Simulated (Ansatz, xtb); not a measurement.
Two structures of CH4BO

Structure I is a doublet given by its coordinates and structure II is `C[B]O`, a doublet. Both are isolated molecules in the gas phase, relaxed with B3LYP-D3(BJ)/def2-SVP; the shapes shown needn't be the lowest conformers.

I (Å):

```csv
atom,x (Å),y (Å),z (Å)
C,-0.8733,-0.1796,0.8864
B,0.6269,0.1726,0.4724
O,1.6910,-0.3386,0.9815
H,0.8223,1.0079,-0.4142
H,-1.4072,-0.5444,-0.0059
H,-1.3715,0.7456,1.2185
H,-0.9190,-0.9342,1.6830
```

Close contacts (Å): C1–B2 1.60, B2–O3 1.29, C1–H5 1.10, C1–H6 1.10, C1–H7 1.10, B2–H4 1.23.

II (Å):

```yaml
atoms:
  - { symbol: C, position_ang: [-0.2733, 2.5137, 0.1526] }
  - { symbol: B, position_ang: [0.3368, 1.5562, -0.9280] }
  - { symbol: O, position_ang: [-0.1918, 0.4423, -1.4394] }
  - { symbol: H, position_ang: [-1.2710, 2.1928, 0.5148] }
  - { symbol: H, position_ang: [0.4041, 2.5873, 1.0202] }
  - { symbol: H, position_ang: [-0.3630, 3.5355, -0.2533] }
  - { symbol: H, position_ang: [-1.0702, 0.2031, -1.0885] }
```

Energies in hartree; the thermal terms are from B3LYP-D3(BJ)/def2-SVP harmonic frequencies (ideal gas, rigid rotor, one conformer each, 298.15 K, 1 atm) and include the zero-point energy:

|  | I | II |
| --- | --- | --- |
| E, CCSD(T)/def2-TZVP | −140.326660 | −140.322434 |
| zero-point energy | 0.049458 | 0.052316 |
| H(298 K) − E | 0.054807 | 0.057631 |
| G(298 K) − E | 0.023316 | 0.026169 |

**Question.** Work out ΔE, ΔE₀, ΔH and ΔG for I → II in kJ/mol (1 Eh = 2625.50 kJ/mol) and the equilibrium ratio [II]/[I].

**Answer.** 1. ΔE = −140.322434 − (−140.326660) = +0.004226 Eh = +11.10 kJ/mol.
2. ΔE₀ = ΔE + ΔZPE = +0.004226 + (+0.002858) Eh = +18.60 kJ/mol.
3. ΔH = ΔE + (+0.002824) Eh = +18.51 kJ/mol.
4. ΔG = ΔE + (+0.002853) Eh = +18.59 kJ/mol, so ΔS = (ΔH − ΔG)/T = −0.3 J/(mol K).
5. kT = 0.9442 mEh, so K = [II]/[I] = exp(−ΔG/kT) = exp(−7.50) ≈ 5.5 × 10^−4.

Structure I is favoured at this temperature. An error of 4 kJ/mol in ΔG would change K by a factor of 5. MP2/def2-TZVP gave ΔE the other sign. Mirror images and further conformers aren't counted.

Other levels gave ΔE = +77.1 (GFN2-xTB); +117.2 (HF/STO-3G, GFN2-xTB geometries); +12.5 (r2SCAN-D4/def2-SVP, GFN2-xTB geometries); +27.1 (B3LYP-D3(BJ)/def2-SVP); +32.7 (HF/def2-TZVP); −33.4 (MP2/def2-TZVP) kJ/mol. Open shells are spin-unrestricted. The correlated steps freeze 3 core orbitals. Programs: Ansatz 0.2.0, xtb 6.7.1.
